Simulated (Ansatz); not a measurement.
Results of r²SCAN in Ansatz (plane waves, PAW) for anatase TiO2 (metastable phase).

Settings: plane-wave cutoff 500 eV, 14×14×14 k mesh, Fermi–Dirac smearing 0.05 eV, no spin polarisation, scalar-relativistic PAW data made under PBE.

Cell (relaxed at this level):

TiO2 has the tetragonal space group I4₁/amd, origin choice 1 (No. 141), the anatase structure, Pearson symbol tI12. Cell: a = b = 3.7779 Å, c = 9.5834 Å, α = β = γ = 90.00°. Ti on 4a is coordinated by 6 O at 1.933–1.986 Å. O on 8e is surrounded by 3 Ti at 1.933–1.986 Å. (Neighbours: up to the widest gap in distance over summed covalent radii, below 1.35, at either atom; cation-cation and far metal-metal contacts left out.)
(The calculation used a cell of 6 atoms; values per cell refer to that cell.)

Estimate the band gap that the calculation returns.


* **band gap**: 2.53 eV (on the SCF k mesh)

Measured, for comparison: band gap 3.42 eV (low temperature, zero-point motion not removed, gap of extended states, from the Urbach tail; as tabulated in Kang and Hybertsen (2010), arXiv:1006.4085). Computed (rounded) less measured: band gap -0.89 eV.

Computed values are for the static lattice.

It cost around 2.4 core-minutes (rough) of CPU time.

Ansatz is a quantum-chemistry and plane-wave program.
